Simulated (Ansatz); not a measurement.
Reaction (SMILES): OCl (OH-Cl) + H+ → Cl[OH2+]
B3LYP-D3(BJ)/def2-TZVP geometries, fixed; electronic energies without zero-point terms; positive where energy is released.
Largest species:
```xyz
4

O     -0.0211     1.0722    -0.0746
H     -0.9457     1.3908     0.0477
Cl     0.0314    -0.6722    -0.0032
H      0.5812     1.4595     0.6026
```
Charge +1, spin multiplicity 1.

Effect of a fitting basis named in the input at r2SCAN/aug-cc-pV(T+d)Z with Ansatz (a quantum-chemistry and plane-wave program), against the last row, where the proton affinity is 157.65 kcal/mol. The proton sits at the site shown, which need not be the one that binds it best. The default fits or decomposes integrals by the program's own choice; accuracy: high also tightens integrals, grids and stops.

```tsv
setting	largest shift of a total energy (mEh)	shift of the proton affinity (kcal/mol)
fitting: def2-SV(P)-JKFIT	-0.059	0.010
fitting: def2-universal-JKFIT	-0.059	0.010
fitting: cc-pVTZ-JKFIT	-0.024	-0.002
fitting: cc-pVQZ-JKFIT	-0.014	-0.002
fitting: cc-pV5Z-JKFIT	-0.011	-0.002
fitting: def2-universal-JFIT	-0.273	0.060
accuracy: high	0.001	0.000
accuracy: medium (default)	0.000	0.000
```

Within 0.02 kcal/mol in the proton affinity: fitting: def2-SV(P)-JKFIT; fitting: def2-universal-JKFIT; fitting: cc-pVTZ-JKFIT; fitting: cc-pVQZ-JKFIT; fitting: cc-pV5Z-JKFIT; accuracy: high. The largest shift is 0.273 mEh in a total energy and 0.060 kcal/mol in the difference.
